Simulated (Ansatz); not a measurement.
## H$_{2}$Si–GeH, doublet: vertical spin and charge gaps

Geometry (PBE0/def2-TZVP stationary point for this spin, not checked as a minimum):

```yaml
atoms:
  - { symbol: Si, position_ang: [0.0000, 0.0181, 1.6516] }
  - { symbol: Ge, position_ang: [0.0000, -0.0284, -0.7002] }
  - { symbol: H, position_ang: [0.0000, 1.1857, 2.5806] }
  - { symbol: H, position_ang: [0.0000, -1.2094, 2.4992] }
  - { symbol: H, position_ang: [0.0000, 1.5656, -0.6371] }
```

Basis cc-pVTZ; Ansatz 0.2.0. Only valence electrons are correlated (noble-gas cores and the filled d shells of p-block atoms frozen). Prefix R: restricted or restricted open-shell reference; prefix U: unrestricted. Active spaces: valence = (11e, 11o) chosen from the atoms' valence shells. No spin–orbit coupling is included, and no scalar relativity.

Gaps are energies of the second state less the first, at fixed atoms, for a selection of the levels run; each method lands on the state that its own search finds for that charge and spin.

Removing an electron, to the triplet: 8.716 eV at UCCSDT(Q).

| level | gap (eV) | error (meV) |
| --- | --- | --- |
| UHF | 7.768 | -948 |
| UMP2 | 8.611 | -105 |
| UCCSD | 8.674 | -42 |
| UCCSD(T) | 8.717 | 1 |
| BCCD(T) | 8.726 | 10 |
| UCCSDT | 8.714 | -2 |
| CASSCF (valence space) | 7.728 | -988 |
| NEVPT2 (valence space) | 8.516 | -200 |
| PBE | 8.787 | 71 |
| r2SCAN | 8.784 | 68 |
| PBE0 | 8.796 | 80 |
| B3LYP | 8.916 | 200 |
| wB97M-V | 8.827 | 111 |
| B2PLYP | 8.776 | 60 |
| RPA-PBE | 8.964 | 248 |

Task: PBE gives 2.488 eV for quartet less doublet. Estimate what UCCSDT(Q) gives in cc-pVTZ.

Result: UCCSDT(Q) in cc-pVTZ gives 2.381 eV, so against it PBE is off by 0.107 eV.

```tsv
level	gap (eV)	error (meV)
UHF	1.703	-678
UMP2	2.306	-75
UCCSD	2.333	-48
UCCSD(T)	2.375	-6
BCCD(T)	2.389	8
UCCSDT	2.376	-5
CASSCF (valence space)	2.186	-195
NEVPT2 (valence space)	2.384	3
r2SCAN	2.281	-100
PBE0	2.377	-4
B3LYP	2.634	253
wB97M-V	2.563	182
B2PLYP	2.549	168
RPA-PBE	2.462	81
```

Functionals correlate the shells that the reference freezes, so part of their error here is the reference's.

Full CI isn't at hand for all of this; UCCSDT(Q) serves as the reference, and is uncertain by about the last step of the cluster series. The frozen core follows each run's orbitals, which can shift R against U totals by a few meV for light atoms and by up to 0.1 eV past Ca.
